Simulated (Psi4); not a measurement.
**SiHF2 (SMILES F[SiH]F) at 4 levels**

Wanted: a comparison of 4 runs (UCAM-LDA0/aug-pcseg-1, UPBE/aug-cc-pVDZ, UKT2/6-311++G(2d,2p), UTPSSh/def2-TZVP) of SiHF2. 

The calculation is run with Psi4 1.11.

3 further runs of the same task are left out: 1 that didn't finish, 2 set aside as unsound or not needed.

## (1) The molecule

The species is SiHF2 (4 atoms), meant as a doublet with charge 0. SMILES: `F[SiH]F`. Geometry: relaxed at GFN2-xTB.

Bond lengths: F1–Si2 1.606 Å, Si2–F3 1.606 Å, Si2–H4 1.439 Å. Angles: F1–Si2–F3 100.4°, F1–Si2–H4 108.7°, F3–Si2–H4 108.6°.

## (2) The energy at UCAM-LDA0/aug-pcseg-1 (DKH3) (run 1)

f2hsi.inp reads:

```
memory 1.6 GB

molecule mol {
  0 2
  F
  Si 1 R2
  F 2 R3 1 A3
  H 2 R4 1 A4 3 D4

  R2 = 1.605842
  R3 = 1.605884
  A3 = 100.37097
  R4 = 1.439423
  A4 = 108.6515
  D4 = -113.88312
}

set {
  reference    uks
  scf_type     pk
  relativistic dkh
  dkh_order    3
}

e = energy('cam-lda0/aug-pcseg-1')
```

On the command line:

```sh
psi4 -i f2hsi.inp -o f2hsi.out -n 1
```

f2hsi.out:

```text
[...]
  Running in c1 symmetry.
[...]
  Nuclear repulsion =  109.410137999178176
[...]
  Multiplicity = 2
[...]
  Nalpha       = 17
  Nbeta        = 16
[...]
    Number of basis functions: 82
[...]
    0.2500   Short-range LDA exchange with error function kernel (erfc) [omega = 0.3333]
[...]
   @UKS iter   1:  -488.93371227819404   -4.57325e-01   6.19822e-03 ADIIS/DIIS
[...]
   @UKS iter   7:  -489.01939520615690   -8.28736e-08   6.98011e-07 DIIS
[...]
   @S^2 Observed:                7.513168845E-01
[...]
  @UKS Final Energy:  -489.01939520615690
   => Energetics <=
    Nuclear Repulsion Energy =            109.4101379991781755
    One-Electron Energy =                -898.6437166243892989
    Two-Electron Energy =                 329.3171352888348906
    DFT Exchange-Correlation Energy =     -29.1029518697807035
    Empirical Dispersion Energy =           0.0000000000000000
    VV10 Nonlocal Energy =                  0.0000000000000000
    Total Energy =                       -489.0193952061569007
[...]
 Multipole Moments:
 ------------------------------------------------------------------------------------
     Multipole            Electronic (a.u.)      Nuclear  (a.u.)        Total (a.u.)
 ------------------------------------------------------------------------------------
 L = 1.  Multiply by 2.5417464519 to convert [e a0] to [Debye]
 Dipole X            :          1.1026385           -1.1864699           -0.0838314
 Dipole Y            :         -1.0051705            1.5999865            0.5948160
 Dipole Z            :         -0.8379961            1.3337654            0.4957693
 Magnitude           :                                                    0.7788588
[...]
```

Run time: 5.7 s. Hardware: 1 thread of Intel Xeon at 2.60GHz (Ice Lake), shared host; peak memory 0.39 GiB.

## (3) Energy and forces at UPBE/aug-cc-pVDZ (run 2)

input.inp reads:

```
memory 1600 mb

molecule geom {
  0 2
  F      1.226950     0.652980    -0.410280
  Si    -0.028060    -0.342890    -0.301090
  F     -1.234200     0.716240    -0.252780
  H      0.035310    -1.026330     0.964150
  symmetry c1
}

set globals {
  basis aug-cc-pVDZ
  reference uks
  puream true
  e_convergence 1e-09
  d_convergence 1e-08
  scf_type pk
  dft_radial_points 99
  dft_spherical_points 590
  maxiter 200
}

result, w = gradient('pbe', return_wfn=True)
oeprop(w, 'WIBERG_LOWDIN_INDICES', 'MULLIKEN_CHARGES', 'QUADRUPOLE', title='PBE')
print_variables()
```

On the command line:

```sh
psi4 -n 1 input.inp input.out
```

input.out:

```text
[...]
  Running in c1 symmetry.
[...]
  Nuclear repulsion =  109.410123050686849
[...]
  Multiplicity = 2
[...]
  Nalpha       = 17
  Nbeta        = 16
[...]
    Number of basis functions: 82
[...]
   @UKS iter   1:  -489.40195185764378   -2.54861e-01   6.93631e-03 DIIS/ADIIS
[...]
   @UKS iter  12:  -489.51618242656747   -1.13687e-13   2.80413e-09 DIIS
[...]
   @S^2 Observed:                7.515675435E-01
[...]
  @UKS Final Energy:  -489.51618242656747
   => Energetics <=
    Nuclear Repulsion Energy =            109.4101230506868490
    One-Electron Energy =                -897.7090095724190633
    Two-Electron Energy =                 340.6784045542572130
    DFT Exchange-Correlation Energy =     -41.8957004590924598
    Empirical Dispersion Energy =           0.0000000000000000
    VV10 Nonlocal Energy =                  0.0000000000000000
    Total Energy =                       -489.5161824265674682
[...]
  -Total Gradient:
     Atom            X                  Y                   Z
    ------   -----------------  -----------------  -----------------
       1       -0.032889694780    -0.016264595683     0.002820531640
       2        0.002068487558     0.019845282655     0.024007474100
       3        0.032084467252    -0.017916507612    -0.001336945576
       4       -0.001269816019     0.014242011363    -0.025556311587
[...]
  Mulliken Charges: (a.u.)
   Center  Symbol    Alpha    Beta     Spin     Total
       1     F     4.74685  4.74021  0.00665 -0.48706
       2    SI     7.10947  6.26499  0.84448  0.62555
       3     F     4.74685  4.74020  0.00665 -0.48705
       4     H     0.39682  0.25461  0.14222  0.34857
   Total alpha = 17.00000, Total beta = 16.00000, Total charge =  0.00000
  Wiberg Bond Indices using Orthogonal Lowdin Orbitals:
  Total Bond Index:
  Irrep: 1 Size: 4 x 4
[...]
```

Wall time 24 s (1 thread of Intel Xeon at 2.60GHz (Ice Lake), shared host); peak memory 0.89 GiB.

## (4) A single-point energy at UKT2/6-311++G(2d,2p) (density fitting) (run 3)

calc.in reads:

```
memory 1.6 GB

molecule {
  0 2
  F
  Si 1 r2
  F 2 r3 1 a3
  H 2 r4 1 a4 3 d4

  r2 = 1.605842
  r3 = 1.605884
  a3 = 100.37097
  r4 = 1.439423
  a4 = 108.6515
  d4 = -113.88312
  no_reorient
  no_com
}

set basis 6-311++G(2d,2p)
set reference uks

result = energy("kt2")
```

On the command line:

```sh
psi4 -i calc.in -o calc.out -n 1
```

calc.out:

```text
[...]
  Running in c1 symmetry.
[...]
  Nuclear repulsion =  109.410137999178176
[...]
  Multiplicity = 2
[...]
  Nalpha       = 17
  Nbeta        = 16
[...]
    Number of basis functions: 99
[...]
   @DF-UKS iter   1:  -494.84366720679077   -2.91027e-01   8.03424e-03 DIIS/ADIIS
[...]
   @DF-UKS iter  10:  -495.01157758561567   -3.26980e-09   6.62713e-08 DIIS
[...]
   @S^2 Observed:                7.518427584E-01
[...]
  @DF-UKS Final Energy:  -495.01157758561567
   => Energetics <=
    Nuclear Repulsion Energy =            109.4101379991781755
    One-Electron Energy =                -899.4864048408217059
    Two-Electron Energy =                 342.7387790306100896
    DFT Exchange-Correlation Energy =     -47.6740897745822920
    Empirical Dispersion Energy =           0.0000000000000000
    VV10 Nonlocal Energy =                  0.0000000000000000
    Total Energy =                       -495.0115775856156688
[...]
 Multipole Moments:
 ------------------------------------------------------------------------------------
     Multipole            Electronic (a.u.)      Nuclear  (a.u.)        Total (a.u.)
 ------------------------------------------------------------------------------------
 L = 1.  Multiply by 2.5417464519 to convert [e a0] to [Debye]
 Dipole X            :          1.1192413           -1.1864699           -0.0672286
 Dipole Y            :         -1.0400024            1.5999865            0.5599841
 Dipole Z            :         -0.8670593            1.3337654            0.4667061
 Magnitude           :                                                    0.7320632
[...]
```

Run time: 6.3 s. Hardware: 1 thread of Intel Xeon at 2.60GHz (Ice Lake), shared host; peak memory 0.43 GiB.

## (5) Energy and gradient at UTPSSh/def2-TZVP (run 4)

input.dat reads:

```
memory 1.6 GB

molecule molecule1 {
  0 2
  F      1.226950     0.652980    -0.410280
  Si    -0.028060    -0.342890    -0.301090
  F     -1.234200     0.716240    -0.252780
  H      0.035310    -1.026330     0.964150
  symmetry c1
}

set basis def2-TZVP
set reference uks
set puream true
set e_convergence 1e-09
set d_convergence 1e-08
set scf_type pk
set dft_radial_points 99
set dft_spherical_points 590
set maxiter 200

e, wfn = gradient('tpssh', return_wfn=True)
```

On the command line:

```sh
psi4 input.dat output.dat -n 1
```

output.dat:

```text
[...]
  Running in c1 symmetry.
[...]
  Nuclear repulsion =  109.410123050686849
[...]
  Multiplicity = 2
[...]
  Nalpha       = 17
  Nbeta        = 16
[...]
    Number of basis functions: 105
[...]
   @UKS iter   1:  -489.85627560404293   -3.71484e-01   5.67820e-03 ADIIS/DIIS
[...]
   @UKS iter  12:  -489.95675880353218   -7.95808e-13   3.15446e-09 DIIS
[...]
   @S^2 Observed:                7.521854830E-01
[...]
  @UKS Final Energy:  -489.95675880353218
   => Energetics <=
    Nuclear Repulsion Energy =            109.4101230506868490
    One-Electron Energy =                -898.5771668164641142
    Two-Electron Energy =                 337.4510898528417329
    DFT Exchange-Correlation Energy =     -38.2408048905966282
    Empirical Dispersion Energy =           0.0000000000000000
    VV10 Nonlocal Energy =                  0.0000000000000000
    Total Energy =                       -489.9567588035321819
[...]
  -Total Gradient:
     Atom            X                  Y                   Z
    ------   -----------------  -----------------  -----------------
       1       -0.003866838108     0.007853652599     0.000349531075
       2        0.000424142936    -0.025150455014     0.016418668762
       3        0.004257944600     0.007659777829    -0.000169729256
       4       -0.000820876484     0.009571372377    -0.016660256910
[...]
```

Run time: 60 s. Hardware: 1 thread of Intel Xeon at 2.60GHz (Ice Lake), shared host; peak memory 0.64 GiB.

## (6) The series

```csv
run,level,task,integration grid,energy (Eh),dipole moment (D),HOMO energy (eV),LUMO energy (eV),wall time
1,UCAM-LDA0/aug-pcseg-1 (DKH3),energy,75 radial × 302 angular,-489.019395,1.98,-8.29,-2.94,5.7 s
2,UPBE/aug-cc-pVDZ,gradient,99 radial × 590 angular,-489.516182,1.74,-5.93,-4.03,24 s
3,"UKT2/6-311++G(2d,2p) (density fitting)",energy,75 radial × 302 angular,-495.011578,1.86,-6.07,-3.97,6.3 s
4,UTPSSh/def2-TZVP,gradient,99 radial × 590 angular,-489.956759,1.74,-6.57,-3.57,60 s
```

## (7) Results

| quantity | value |
| --- | --- |
| run 4: total energy | -489.95676 Eh |
| run 4: dipole moment | 1.74 D |
| run 4: HOMO energy (highest over α and β) | -6.57 eV |
| run 4: LUMO energy (lowest over α and β) | -3.57 eV |
| run 4: ⟨S²⟩ | 0.752 |
| run 4: largest force on an atom | 1.545 eV/Å |

What this shows: The dipole moment (its size) runs from 1.74 D (UPBE/aug-cc-pVDZ) to 1.98 D (UCAM-LDA0/aug-pcseg-1). The two ends differ in method and basis and Hamiltonian. Totals of different functionals can't be ranked against each other. Some runs of one species differ in core potentials or relativity; totals across that change don't compare. All runs together took 96 s, the longest 60 s.
